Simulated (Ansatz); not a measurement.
One change: `NC(F)(F)S` becomes `C=NC(N)(F)F`.

Ansatz, PBE0-D4/def2-TZVP geometries, multiplicity 1. Each molecule was computed in one conformer, which needn't be the lowest.

```json
{"property": "LUMO energy (ωB97M-V/def2-TZVPP) / eV", "`NC(F)(F)S`": "1.80"}
{"property": "HOMO–LUMO gap (PBE/def2-TZVPP) / eV", "`NC(F)(F)S`": "5.34"}
{"property": "HOMO–LUMO gap (ωB97M-V/def2-TZVPP) / eV", "`NC(F)(F)S`": "11.79"}
{"property": "size of the dipole moment (B3LYP/def2-TZVPP) / D", "`NC(F)(F)S`": "1.89"}
{"property": "size of the dipole moment (ωB97M-V/def2-TZVPP) / D", "`NC(F)(F)S`": "1.91"}
{"property": "HOMO–LUMO gap (PBE0/def2-TZVPP) / eV", "`NC(F)(F)S`": "7.66"}
```

Task: Give the same properties after the change, and the shifts. (Best estimate.)

Result: Computed: 
```csv
property,`C=NC(N)(F)F`,shift
LUMO energy (ωB97M-V/def2-TZVPP) / eV,1.23,-0.57
HOMO–LUMO gap (PBE/def2-TZVPP) / eV,4.43,-0.91
HOMO–LUMO gap (ωB97M-V/def2-TZVPP) / eV,11.80,0.01
size of the dipole moment (B3LYP/def2-TZVPP) / D,1.15,-0.74
size of the dipole moment (ωB97M-V/def2-TZVPP) / D,1.14,-0.77
HOMO–LUMO gap (PBE0/def2-TZVPP) / eV,7.12,-0.54
```

With PBE0 the HOMO falls by 0.46 eV and the LUMO falls by 0.99 eV, so the gap narrows by about 0.53 eV. PBE moves the HOMO by -0.25 eV and ωB97M-V by -0.58 eV. Dipoles are sizes alone; their direction can turn.

B3LYP here is the variant with VWN-RPA as its local correlation; programs differ in this.
